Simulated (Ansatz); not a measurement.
Molecule: aziridine, C2H5N, charge 0, multiplicity 1. 
Geometry from a B3LYP-D3(BJ)/def2-TZVP (Ansatz, a program for electronic structure) optimisation:
```
C
H 1 1.0830
H 1 1.0841 2 114.71
N 1 1.4686 2 114.80 3 -142.73
H 4 1.0144 1 110.39 2 146.03
C 4 1.4686 5 110.39 1 -65.01
H 6 1.0830 4 114.80 5 -146.03
H 6 1.0841 7 114.71 4 -142.73
```

Property: atomisation energy (electronic, to ground-state atoms), in eV. Correlated levels leave the core frozen unless marked. UHF or UKS for open shells. Spin-orbit coupling is left out. No relativistic terms. The coupled-cluster limit lacks core correlation, which all-electron functionals hold. CBS(X,Y): correlation extrapolated as X^-3; Hartree-Fock from the larger set. [CCSD(T)-MP2]/basis is that difference in the basis named.

```json
[
 {"level": "PBE-D4/def2-TZVPD", "program": "Ansatz + dftd4", "atomisation energy (eV)": "32.15"},
 {"level": "BHLYP/def2-TZVPD", "program": "Ansatz", "atomisation energy (eV)": "30.15"},
 {"level": "wB97X/def2-TZVPD", "program": "Ansatz", "atomisation energy (eV)": "31.26"},
 {"level": "MP2/6-31G", "program": "Ansatz", "atomisation energy (eV)": "25.80"},
 {"level": "RI-MP2/aug-cc-pVTZ", "program": "Ansatz", "atomisation energy (eV)": "30.90"}
]
```

Question: What does RI-MP2/CBS(cc-pVTZ,cc-pVQZ)+[CCSD(T)-MP2]/cc-pVTZ (Ansatz) give?

Answer: 31.19 eV
